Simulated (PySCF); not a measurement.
# XPS shifts beside NMR shieldings

Compound: C3H4Cl2.
Z-matrix (Å and degrees, PBE0-D3(BJ)/def2-SVP geometry), rows numbered from 1:
```
C 
C   1  1.3322
C   2  1.4863  1  122.99
Cl  3  1.7863  2  110.25  1   117.91
Cl  3  1.7856  2  110.30  1  -120.11
H   1  1.0925  2  121.13  3  -179.89
H   1  1.0944  2  121.65  3     0.08
H   2  1.0949  1  121.72  3   179.87
H   3  1.0965  2  112.27  1    -1.04
```

Binding energies: delta-SCF UKS SCAN, pcX-2 on the ionised atom, pcseg-1 elsewhere, spin-free X2C in PySCF 2.14.0. Shieldings: GIAO B3LYP/pcSseg-2, non-relativistic, same geometry.

```csv
atom,isotropic shielding (ppm)
C1,56.6
C2,25.8
C3,89.3
```

Q: What are the C 1s binding energies of these atoms?

A: 
```csv
atom,environment,C 1s (eV),isotropic shielding (ppm)
C1,terminal =CH2 carbon,291.00,56.6
C2,alkene CH carbon,291.43,25.8
C3,CHCl2 carbon,294.01,89.3
```

Q: Among the listed atoms, is the one with the highest binding energy also the least shielded?

A: No. The highest binding energy is at C3 (294.01 eV, shielding 89.3 ppm), the lowest shielding at C2 (25.8 ppm, 291.43 eV).

By binding energy: C1 < C2 < C3. By shielding: C2 < C1 < C3.

The structure is a single PBE0-D3(BJ)/def2-SVP conformer in the gas phase; no vibrational or solvent corrections.
